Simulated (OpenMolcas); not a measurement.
**C2H2F4 (norflurane) at 6 levels**

We compute a comparison of 6 runs (HF/3-21G, HF/cc-pVDZ, B2PLYP/cc-pVDZ, M06-L/cc-pVDZ, PBE0/cc-pVDZ, SVWN5/cc-pVDZ) of C2H2F4 (norflurane). 

The results are computed with OpenMolcas 26.06.

### Step 1. The molecule

The species is C2H2F4 (8 atoms), meant as a singlet with charge 0. SMILES: `FCC(F)(F)F`. The coordinates come from a PBE0-D4/def2-TZVP relaxation.

Bond lengths: F1–C2 1.364 Å, C2–C3 1.514 Å, C3–F4 1.332 Å, C3–F5 1.339 Å, C3–F6 1.332 Å, C2–H7 1.092 Å, C2–H8 1.092 Å. Some angles: F1–C2–C3 109.8°, C2–C3–F4 111.9°, C2–C3–F5 108.9°, C2–C3–F6 111.9°, F4–C3–F5 108.1°, F4–C3–F6 107.9°, F5–C3–F6 108.1°, F1–C2–H7 109.7°, F1–C2–H8 109.7°, C3–C2–H7 108.6°.

### Step 2. Energy and gradient at HF/3-21G (run 1)

Input file calc.inp:

```
>>> EXPORT MOLCAS_PRINT=2

&gateway
  baslib=$CurrDir
  coord
  8
  angstrom
  F       -0.224600      -1.506500       0.915200
  C       -0.211200      -0.737800      -0.211700
  C        0.211200       0.674300       0.135500
  F        1.434400       0.711300       0.662400
  F        0.217100       1.411800      -0.982100
  F       -0.624600       1.243600       1.002900
  H        0.502000      -1.148600      -0.930100
  H       -1.212300      -0.705100      -0.647900
  basis=3-21G
  group=NoSym

&seward

&scf
  thresholds=1e-10 1e-07 1e-07 1e-05
  prorbitals=1 1

&alaska
```

The basis set 3-21G is read from a file made from the Basis Set Exchange's data (not shown).

The run is started by

```sh
export MOLCAS_MEM=1860
pymolcas calc.inp > calc.log
```

Standard output:

```text
--- Start Module: gateway ---
[...]
--- Stop Module: gateway /rc=_RC_ALL_IS_WELL_ ---
[...]
      Basis functions           58
[...]
--- Start Module: scf ---
[...]
       Convergence after  14 Iterations
[...]
::    Total SCF energy                               -472.0880912484
[...]
      Total spin, S                                     0.0000000000
[...]
      Total electronic charge=   50.000000
      Total            charge=   -0.000000
[...]
      Dipole Moment (debye):
      Origin of the operator (angstrom)=    0.1424    0.3207    0.2731
                   X= -6.2301E-01               Y= -1.0454E+00               Z= -2.1405E+00           Total=  2.4622E+00
      Quadrupole Moment (debye*angstrom):
[...]
 *              Molecular gradients               *
 **************************************************
  Irreducible representation: a
 ------------------------------------------------------------------------------------------
                              X                       Y                       Z
 ------------------------------------------------------------------------------------------
  F1               -5.98954568460375E-04    1.12855892365769E-02   -2.13332265681245E-02
  C2                1.41464998930396E-03   -1.35662695487668E-02    2.97266964325660E-02
  C3                5.49938348496348E-03    1.93220690774396E-02    3.38231962261437E-03
  F4               -1.36129492698629E-02    7.07176388295316E-04   -5.04698148489169E-03
  F5                5.79336209422059E-04   -4.83969187198774E-03    1.10543814906165E-02
  F6                1.01097358538578E-02   -5.43017704681148E-03   -8.97937822772832E-03
  H7                8.33637591293535E-03   -6.33774609195159E-03   -6.05166624992481E-03
  H8               -1.17275776121830E-02   -1.14095014286528E-03   -2.75214501503251E-03
[...]
```

Wall time 2.6 s (1 thread of Arm Neoverse V2, shared host); peak memory 0.39 GiB.

### Step 3. Energy and forces at HF/cc-pVDZ (run 2)

Input file struct.xyz:

```xyz
8

F     -0.224600    -1.506500     0.915200
C     -0.211200    -0.737800    -0.211700
C      0.211200     0.674300     0.135500
F      1.434400     0.711300     0.662400
F      0.217100     1.411800    -0.982100
F     -0.624600     1.243600     1.002900
H      0.502000    -1.148600    -0.930100
H     -1.212300    -0.705100    -0.647900
```

Input file job.inp:

```
>>> EXPORT MOLCAS_PRINT=2
&GATEWAY
BASLIB
$CurrDir
COORD
struct.xyz
BASIS
cc-pVDZ
GROUP
NoSym
&SEWARD
&SCF
THRESHOLDS
1e-10 1e-07 1e-07 1e-05
PRORBITALS
1 1
&ALASKA
```

The basis set cc-pVDZ is read from a file made from the Basis Set Exchange's data (not shown).

The run is started by

```sh
export MOLCAS_MEM=1860
pymolcas job.inp > job.log
```

Standard output:

```text
--- Start Module: gateway ---
[...]
--- Stop Module: gateway /rc=_RC_ALL_IS_WELL_ ---
[...]
      Basis functions           94
[...]
--- Start Module: scf ---
[...]
       Convergence after  13 Iterations
[...]
::    Total SCF energy                               -474.6827824221
[...]
      Total spin, S                                     0.0000000000
[...]
      Total electronic charge=   50.000000
      Total            charge=   -0.000000
[...]
      Dipole Moment (debye):
      Origin of the operator (angstrom)=    0.1424    0.3207    0.2731
                   X= -5.7558E-01               Y= -9.7044E-01               Z= -1.9699E+00           Total=  2.2701E+00
      Quadrupole Moment (debye*angstrom):
[...]
 *              Molecular gradients               *
 **************************************************
  Irreducible representation: a
 ------------------------------------------------------------------------------------------
                              X                       Y                       Z
 ------------------------------------------------------------------------------------------
  F1               -5.52140358522468E-04   -6.88466514356634E-03    7.52018534960186E-03
  C2               -1.83619287589476E-04    2.07150784284238E-04   -1.64854711270923E-03
  C3               -2.44152877115267E-03   -6.89772373505881E-03   -3.70055128847868E-03
  F4                1.60299440473146E-02   -9.02038634457369E-04    7.17841349460890E-03
  F5               -2.59018580532594E-04    8.96936319401576E-03   -1.56149645563524E-02
  F6               -1.15024766748508E-02    6.21587881182073E-03    1.17314847162167E-02
  H7                2.39113530779544E-03   -1.11601075235956E-03   -3.21505290972279E-03
  H8               -3.48229568250602E-03    4.08045475390972E-04   -2.25096769297251E-03
[...]
```

Run time: 9 s. Hardware: 1 thread of Arm Neoverse V2, shared host; peak memory 0.52 GiB.

### Step 4. The energy at B2PLYP/cc-pVDZ (run 3)

Input file mol.xyz:

```xyz
8

F     -0.224600    -1.506500     0.915200
C     -0.211200    -0.737800    -0.211700
C      0.211200     0.674300     0.135500
F      1.434400     0.711300     0.662400
F      0.217100     1.411800    -0.982100
F     -0.624600     1.243600     1.002900
H      0.502000    -1.148600    -0.930100
H     -1.212300    -0.705100    -0.647900
```

Input file job.input:

```
&GATEWAY
 BasLib=$CurrDir
 Coord=mol.xyz
 Basis=cc-pVDZ
 Group=NoSym

&SEWARD
 GridInput
 Grid=UltraFine
 End of Grid

&SCF
 KSDFT=B2PLYP_SCF
 Thresholds=1e-10 1e-07 1e-07 1e-05
 PrOrbitals=1 2

&MBPT2
 Frozen=6
```

The basis set cc-pVDZ is read from a file made from the Basis Set Exchange's data (not shown).

The run is started by

```sh
export MOLCAS_MEM=1860
pymolcas job.input > job.log
```

Standard output:

```text
--- Start Module: gateway ---
[...]
--- Stop Module: gateway /rc=_RC_ALL_IS_WELL_ ---
[...]
      Basis functions           94
[...]
--- Start Module: scf ---
[...]
       Convergence after  13 Iterations
[...]
::    Total KS-DFT energy                            -476.1125334864
[...]
      Total spin, S                                     0.0000000000
[...]
      Total electronic charge=   50.000000
      Total            charge=   -0.000000
[...]
      Dipole Moment (debye):
      Origin of the operator (angstrom)=    0.1424    0.3207    0.2731
                   X= -5.1535E-01               Y= -8.7365E-01               Z= -1.7562E+00           Total=  2.0281E+00
      Quadrupole Moment (debye*angstrom):
[...]
--- Stop Module: scf /rc=_RC_ALL_IS_WELL_ ---
[...]
--- Start Module: mbpt2 ---
[...]
 ###    WARNING: MP2 implementation intended for RHF references only         ###
 ###############################################################################
MBPT2 WARNING: Reference function according to RunFile:KS-DFT
I'll assume you know what you're doing and continue
WARNING!
Default frozen orbitals as non valence orbitals is overwritten by user input.
Default values:   6
[...]
       Reference weight ( Cref**2 )         =        0.74798
::    Total MBPT2 energy                             -477.3131687013
[...]
      Total MBPT2 calculations                           0.40      0.46
--- Stop Module: mbpt2 /rc=_RC_ALL_IS_WELL_ ---
[...]
```

Wall time 30 s (1 thread of Arm Neoverse V2, shared host); peak memory 0.52 GiB.

Runs 4 to 5 aren't shown in full; the table further down has their settings and results.

### Step 5. Energy and gradient at SVWN5/cc-pVDZ (run 6)

Input file mol.input:

```
&GATEWAY
BasLib
$CurrDir
BasisSet
F.cc-pVDZ....
F1 -0.224600 -1.506500 0.915200 angstrom
F4 1.434400 0.711300 0.662400 angstrom
F5 0.217100 1.411800 -0.982100 angstrom
F6 -0.624600 1.243600 1.002900 angstrom
End of Basis
BasisSet
C.cc-pVDZ....
C2 -0.211200 -0.737800 -0.211700 angstrom
C3 0.211200 0.674300 0.135500 angstrom
End of Basis
BasisSet
H.cc-pVDZ....
H7 0.502000 -1.148600 -0.930100 angstrom
H8 -1.212300 -0.705100 -0.647900 angstrom
End of Basis
&SEWARD
GridInput
Grid=UltraFine
End of Grid
&SCF
KSDFT
SVWN5
Thresholds
1e-10 1e-07 1e-07 1e-05
PrOrbitals
1
&ALASKA
```

The basis set cc-pVDZ is read from a file made from the Basis Set Exchange's data (not shown).

The run is started by

```sh
export MOLCAS_MEM=1860
pymolcas mol.input > mol.log
```

Standard output:

```text
--- Start Module: gateway ---
[...]
--- Stop Module: gateway /rc=_RC_ALL_IS_WELL_ ---
[...]
      Basis functions           94
[...]
--- Start Module: scf ---
[...]
       Convergence after  16 Iterations
[...]
::    Total KS-DFT energy                            -473.5753071528
[...]
      Total spin, S                                     0.0000000000
[...]
      Total electronic charge=   50.000000
      Total            charge=   -0.000000
[...]
      Dipole Moment (debye):
      Origin of the operator (angstrom)=    0.1424    0.3207    0.2731
                   X= -4.3077E-01               Y= -7.2011E-01               Z= -1.4837E+00           Total=  1.7046E+00
      Quadrupole Moment (debye*angstrom):
[...]
 *              Molecular gradients               *
 **************************************************
  Irreducible representation: a
 ------------------------------------------------------------------------------------------
                              X                       Y                       Z
 ------------------------------------------------------------------------------------------
  F1               -3.32853338013361E-04   -4.46148897033538E-04   -1.28284356185659E-03
  F4               -2.71321531854340E-03    7.46007052979891E-04   -1.53462661085690E-03
  F5                1.24018004866527E-04   -1.64806067794032E-03    3.30622521324031E-03
  F6                2.15678844200440E-03   -5.10584972008843E-04   -2.34217631320632E-03
  C2               -4.55363455640079E-03   -6.44515171677273E-03   -1.77074446679306E-02
  C3                1.95688504809222E-03    6.09372402487907E-03    2.56629221718963E-03
  H7               -8.74958597612485E-03    3.80196885535300E-03    1.02155819234495E-02
  H8                1.21115976939938E-02   -1.59175366934461E-03    6.77899179984198E-03
[...]
```

It took 28 s on 1 thread of Arm Neoverse V2, shared host; peak memory 0.52 GiB.

### Step 6. The series

```
run           level      task  frozen core orbitals  energy (Eh)  dipole moment (D)  HOMO energy (eV)  LUMO energy (eV)  wall time
  1        HF/3-21G  gradient                     –  -472.088091               2.46            -14.76              6.76      2.6 s
  2      HF/cc-pVDZ  gradient                     –  -474.682782               2.27            -15.00              5.02        9 s
  3  B2PLYP/cc-pVDZ    energy                     6  -476.436705               2.03            -11.99              3.04       30 s
  4   M06-L/cc-pVDZ  gradient                     –  -476.752794               1.82             -8.73              1.39       52 s
  5    PBE0/cc-pVDZ  gradient                     –  -476.344993               1.86            -10.11              1.95       39 s
  6   SVWN5/cc-pVDZ  gradient                     –  -473.575307               1.70             -8.27              0.60       28 s
```

### Step 7. Outcome

```
                       quantity          value
            run 6: total energy  -473.57531 Eh
           run 6: dipole moment         1.70 D
             run 6: HOMO energy       -8.27 eV
             run 6: LUMO energy        0.60 eV
           run 6: HOMO–LUMO gap        8.86 eV
run 6: largest force on an atom     0.997 eV/Å
```

**Reading.** The dipole moment (its size) runs from 1.70 D (SVWN5/cc-pVDZ) to 2.46 D (HF/3-21G). The two ends differ in method and basis. The HOMO–LUMO gap runs from 8.86 eV (SVWN5/cc-pVDZ) to 21.52 eV (HF/3-21G). For B2PLYP the log adds the whole second-order term; the table takes 0.27 of it, as the functional is defined. Totals of different functionals can't be ranked against each other. All runs together took 2.7 min, the longest 52 s.
